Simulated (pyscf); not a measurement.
PySCF, gas phase, ωB97X-D3(BJ)/def2-SVP geometries. Correlated levels are frozen-core, on RHF or UHF. ΔMP2 is the change of the MP2 total energy from the triple- to the quadruple-zeta basis.

Estimate by transition-state theory (the high-pressure limit) the rate constant of H₂C=C=NH -> acetonitrile (H₃C–C≡N) (singlet surface; H–N broken, C–H formed) at 900 K, with CCSD(T)/def2-TZVPP + ΔMP2(QZVPP) energies (ideal gas, 1 atm, RRHO with modes under 100 cm⁻¹ raised to 100, one conformer, R ln 2 for rigid chiral ones; no tunnelling).

The electronic barrier is 68.7 kcal/mol and the thermal terms add -4.1, so ΔG‡ = 64.7 kcal/mol. With k_BT/h = 1.88e+13 s⁻¹ and RT = 1.788 kcal/mol, k = 3.7e-03 s⁻¹; so small a molecule is far into fall-off at 1 atm, where the true rate is lower. Wigner's tunnelling factor for 1900i cm⁻¹ would be 1.38, likely too low at so high a frequency. A shift of 1 kcal/mol in the barrier changes k by a factor 1.7. At the saddle there is also a short C–H contact that neither side keeps, so another atom assists the step. This is the saddle that the search found; another between the same sides may lie lower. The CCSD(T) − MP2 part came from Ansatz, without density fitting, on the same reference.
